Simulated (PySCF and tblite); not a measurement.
Results of a calculation; reference values are marked as such.
Conformer ensemble of C2H4F2, numbered as in [F:1][CH2:2][CH2:3][F:4]

Level: PBE0-D3(BJ)/def2-TZVP//PBE0-D3(BJ)/def2-SVP, thermal terms from GFN2-xTB, symmetry numbers and mirror pairs counted. Conformers within 4 kcal/mol (GFN2-xTB free energy) were kept, 5 at most. GIAO shieldings: PBE0/pcSseg-1. Shifts are against TMS (¹H), TMS (¹³C), CFCl3 (¹⁹F) at the same level. Codes: tblite and PySCF.

Torsions listed: F1–C2–C3–F4. Of a mirror pair one member is shown.

```csv
conformer,shape,symmetry,E(GFN2) kcal/mol,E(DFT) kcal/mol,G(298.15 K) kcal/mol,weight %,dipole D
1,71°,C2 (pair),1.38,0.00,0.00,92.8,2.53
2,180°,C2h,0.00,1.11,1.51,7.2,0.00
```

Weights (%) against temperature:

```
 T (K)     1     2  S(mix) cal/mol/K
   250  94.9   5.1              1.71
273.15  93.9   6.1              1.75
298.15  92.8   7.2              1.79
323.15  91.7   8.3              1.83
373.15  89.8  10.2              1.89
```

Averaged shifts at 298.15 K. ¹H: 4.52 (H2/H3, 4H) ppm. ¹³C: 83.9 (C2/C3) ppm. ¹⁹F: -241.5 (F1/F4) ppm.

Coordinates of conformer 1 (Å):

```xyz
8

F    -1.209   -1.012    0.766
C    -0.742   -0.061   -0.098
C     0.734    0.148    0.075
F     1.443   -0.924   -0.395
H    -0.954   -0.380   -1.133
H    -1.269    0.891    0.093
H     0.967    0.292    1.144
H     1.040    1.054   -0.478
```

Unscaled ¹⁹F shifts at such levels can be off by tens of ppm; differences between conformers or isomers are more reliable. Shifts are unscaled: against experiment ¹³C can be off by 15 ppm or more and ¹H by 0.8 ppm.

Search and properties took 13 s on 1 thread of Arm Neoverse V2 (shared host) (rough), launched as `OMP_NUM_THREADS=1 python ens_run.py task.json out`.
